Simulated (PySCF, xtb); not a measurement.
ammonia cation (H₃N), SMILES N (connectivity only; charge and spin as stated), charge +1, multiplicity 2. Atoms are numbered in the order given.

```xyz
4

N      0.0000     0.0000     0.0000
H      1.0265     0.0000     0.0000
H     -0.5133    -0.8890     0.0000
H     -0.5133     0.8890     0.0000
```
Charge +1, spin multiplicity 2.

Geometry optimised at TPSSh-D3(BJ)/def2-TZVPD. The multiplicity is an assumed one; other spin states were not compared.

Computed with PySCF 2.14.0 with C-PCM-B3LYP/def2-TZVPD.

The values are the electrostatic part of the solvation free energy, E(continuum) − E(gas) at the gas-phase geometry, in a cavity of scaled van der Waals radii (PySCF's table); cavitation and dispersion terms are not included.

**Question.** Estimate the values in water (ε = 78.36), tetrahydrofuran (ε = 7.43), N,N-dimethylformamide (ε = 37.22). (Estimate from the structure and the level; the computed values follow.)

**Answer.** 
```json
[
 {"solvent": "water", "ε": "78.36", "ΔG(elec) (kcal/mol)": "-83.7"},
 {"solvent": "tetrahydrofuran", "ε": "7.43", "ΔG(elec) (kcal/mol)": "-73.3"},
 {"solvent": "N,N-dimethylformamide", "ε": "37.22", "ΔG(elec) (kcal/mol)": "-82.5"}
]
```

For comparison, GFN2-xTB/ALPB(water) (xtb, at the GFN2-xTB geometry, all terms of that model) gives -90.2 kcal/mol.
